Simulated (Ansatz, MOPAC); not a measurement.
# Antifluorite Mg2Si, band gap

Reference value: 0.77 eV (measured, temperature not stated, not corrected to a static lattice, indirect, Γ–X; as tabulated in Ryu et al. (2019), arXiv:1905.06140).

| level (code) | value (eV) | cell (Å³/atom) |
|---|---|---|
| PM7 semi-empirical Hartree-Fock (MOPAC) | 6.75 | 18.56 |
| LDA (Ansatz) | 0.16 (indirect) | 21.31 |
| PBE (Ansatz) | 0.21 (indirect) | 21.31 |
| rVV10 (Ansatz) | 0.33 | 21.44 |
| HSE06 (Ansatz) | [?] | 21.31 |
| PBE0 (Ansatz) | 1.16 (indirect) | 21.31 |
| Hartree–Fock (Ansatz) | [?] | 21.31 |
| G0W0@HSE06 (Ansatz) | [?] | 21.31 |
| G0W0@PBEsol+SOC (Ansatz) | 0.62 | 21.31 |

Question: Fill in the missing entries.

Answer: 
- HSE06 (Ansatz, a program for electronic structure), value (eV): 0.57 (indirect)
- Hartree–Fock (Ansatz), value (eV): 4.87 (indirect)
- G0W0@HSE06 (Ansatz), value (eV): 0.82 (indirect)

Differences against the reference: PM7 semi-empirical Hartree-Fock (MOPAC) +5.98 eV, LDA -0.61 eV, PBE -0.56 eV, rVV10 -0.44 eV, HSE06 -0.20 eV, PBE0 +0.39 eV, Hartree–Fock +4.10 eV, G0W0@HSE06 +0.05 eV, G0W0@PBEsol+SOC -0.15 eV.

Leaving aside PM7 semi-empirical Hartree-Fock (MOPAC) (doubt noted below): Once the reference is moved by up to 0.15 eV (a margin picked here for doubts on the reference and the settings, and for temperature and zero-point motion) and values within 0.03 eV count as equal, the nearest can be G0W0@HSE06 (+0.05 eV) or G0W0@PBEsol+SOC (-0.15 eV). Among them Hartree–Fock (+4.10 eV) misses by most.

Semilocal Kohn–Sham gaps run low as a rule, and all computed gaps are for a static lattice, while measured ones hold electron–phonon shifts unless said otherwise.  PM7 semi-empirical Hartree-Fock (MOPAC), rVV10: the gap is read on the k mesh or supercell of the run alone and can be too large. PM7 semi-empirical Hartree-Fock (MOPAC): the method was fitted mainly to molecules. PM7 semi-empirical Hartree-Fock (MOPAC): gaps of these semi-empirical methods are Hartree–Fock-like level differences, and their formation enthalpies are fitted 298 K values. G0W0@HSE06: GW on a hybrid start was not checked against another program. G0W0@PBEsol+SOC: spin–orbit coupling enters as the shift of the gap found with a semilocal functional. Values are at the measured cell; PM7 semi-empirical Hartree-Fock (MOPAC) at the level's own equilibrium cell; rVV10 at the level's own relaxed cell. Cutoffs and k meshes differ between the levels. Ansatz's density-functional and Hartree–Fock values are scalar-relativistic unless marked +SOC, with PAW data made under PBE.

Differences are worked out from the printed values.
